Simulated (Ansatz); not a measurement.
`BS[SiH3]`. Charge 0, multiplicity 1. All single points use the PBE0-D4/def2-TZVP geometry.

```xyz
8

B    -0.073    0.358    1.667
S     1.259    0.189    0.507
Si    0.129   -0.268   -1.271
H    -1.211    0.215    1.333
H     0.222    0.621    2.792
H    -0.791    0.850   -1.585
H    -0.642   -1.519   -1.071
H     1.106   -0.446   -2.372
```

Problem. What is the dipole moment at ωB97M-V/def2-TZVPP? (An estimate is asked.)

Solution. Ansatz gave: 0.96 D, with components (-0.48, -0.21, -0.81) D in this frame, pointing from negative to positive charge.

Problem. And with PBE, r2SCAN, B3LYP? (An estimate is asked.)

Solution. The calculation gave: PBE 0.97 D, r2SCAN 0.96 D, B3LYP 0.97 D.

Problem. Give the Mulliken charges with ωB97M-V, PBE, B3LYP in def2-TZVPP. (Best estimate.)

Solution. The calculation gave: 
| atom | ωB97M-V | PBE | B3LYP |
| --- | --- | --- | --- |
| B1 | -0.15 | -0.04 | -0.06 |
| S2 | -0.15 | -0.15 | -0.19 |
| Si3 | 0.17 | 0.24 | 0.30 |
| H4 | 0.07 | 0.02 | 0.03 |
| H5 | 0.09 | 0.03 | 0.05 |
| H6 | -0.01 | -0.03 | -0.04 |
| H7 | -0.01 | -0.03 | -0.04 |
| H8 | -0.01 | -0.04 | -0.05 |

B3LYP here is the variant with VWN-RPA as its local correlation; programs differ in this.
